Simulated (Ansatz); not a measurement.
# SiH₅O (doublet): from Hartree-Fock to the top rungs at distance O1–H3 along a hydrogen transfer = 0.960 Å, cc-pVDZ

Aim: climb from Hartree-Fock through coupled cluster and multireference methods for SiH₅O (doublet) at one geometry and basis, and see what each rung misses.

Computed with Ansatz 0.2.0, Gaussian basis. Level: cc-pVDZ, core rule «outside noble gas», up to 6 orbitals frozen.

The runs, in order: UHF; CCSD(T) on ROHF; CCSD(T) on UHF; BCCD(T) on ROHF; CISD; CCSDT(Q) on ROHF; CCSDT(Q) on UHF; CASSCF and MRCISD+Q, 3 electrons in 3 orbitals; CASSCF and NEVPT2, 3 electrons in 3 orbitals.

**1. What is computed**

The geometry derives from fragments relaxed apart (PBE0/def2-TZVP) and kept rigid, so it is no stationary point. A hydrogen atom is moved between rigid fragments.

7 atoms, charge 0, spin multiplicity 2.

Atoms are counted from 1 here; the program's logs count them from 0.

Bond lengths: O1–H2 0.960 Å, O1–H3 0.960 Å, Si4–H5 1.486 Å, Si4–H6 1.486 Å, Si4–H7 1.486 Å. Angles: H2–O1–H3 105.1°, H5–Si4–H6 111.3°, H5–Si4–H7 111.3°, H6–Si4–H7 111.3°.

As a file:

```xyz
7
H5OSi
O    -1.9643   -0.0190    0.0000
H    -2.2136    0.9076    0.0000
H    -1.0047   -0.0190    0.0000
Si    1.0707   -0.0190    0.0000
H     1.5207   -1.4353    0.0000
H     1.5207    0.6891   -1.2265
H     1.5207    0.6891    1.2265
```

**2. UHF**

Input file in.yaml:

```yaml
crystal:
  periodic: [false, false, false]
  atoms:
    - {symbol: O, position_ang: [-1.964256, -0.019012, 0.000000]}
    - {symbol: H, position_ang: [-2.213565, 0.907564, 0.000000]}
    - {symbol: H, position_ang: [-1.004727, -0.019012, 0.000000]}
    - {symbol: Si, position_ang: [1.070744, -0.019012, 0.000000]}
    - {symbol: H, position_ang: [1.520717, -1.435264, 0.000000]}
    - {symbol: H, position_ang: [1.520718, 0.689115, -1.226512]}
    - {symbol: H, position_ang: [1.520719, 0.689115, 1.226511]}
basis:
  gaussian: {orbitals: cc-pVDZ}
magnetization: {spin_polarized: true, initial_magnetization: 1}
hamiltonian: {xc: hf}
output: {orbitals: {seedname: orbitals}}
```

Command:

```
$ ansatz run in.yaml --threads 1 --pin off --events-out ev --progress --plain --max-ram 4096MiB --backend cpu
```

After this run come: CCSD(T) on ROHF; CCSD(T) on UHF; BCCD(T) on ROHF; CISD; CCSDT(Q) on ROHF; CCSDT(Q) on UHF; CASSCF and MRCISD+Q, 3 electrons in 3 orbitals; CASSCF and NEVPT2, 3 electrons in 3 orbitals.

Q: Predict the results of all the runs planned. Wanted: UCCSDT(Q) below the RHF energy; RMP2 from UCCSDT(Q); UMP2 from UCCSDT(Q); RCCSD from UCCSDT(Q); RCCSD(T) from UCCSDT(Q); UCCSD(T) from UCCSDT(Q); RCCSDT(Q) from UCCSDT(Q); NEVPT2 pair from UCCSDT(Q); MRCISD+Q pair from UCCSDT(Q).

**Answer**, as computed:

| quantity | value |
| --- | --- |
| UCCSDT(Q) below the RHF energy | -9.4513 eV |
| RMP2 from UCCSDT(Q) | +1171.7 meV |
| UMP2 from UCCSDT(Q) | +1170.3 meV |
| RCCSD from UCCSDT(Q) | +202.0 meV |
| RCCSD(T) from UCCSDT(Q) | +38.4 meV |
| UCCSD(T) from UCCSDT(Q) | +38.2 meV |
| RCCSDT(Q) from UCCSDT(Q) | +0.5 meV |
| NEVPT2 pair from UCCSDT(Q) | +1171.8 meV |
| MRCISD+Q pair from UCCSDT(Q) | +125.4 meV |
| levels within 1 kcal/mol (43 meV) | RCCSD(T), UCCSD(T), BCCD(T), RCCSDT, UCCSDT, RCCSDT(Q) |
| T1 diagnostic | 0.015 |

In words: RCCSD(T) lands +38.4 meV from the yardstick (0.4 % of the correlation energy). Of the multireference levels listed MRCISD+Q pair comes nearest in total energy (+125.4 meV), which doesn't show that its space is the better one. These misses are within one basis, not against nature; the frozen cores of restricted and unrestricted runs differ, which can shift their rows.
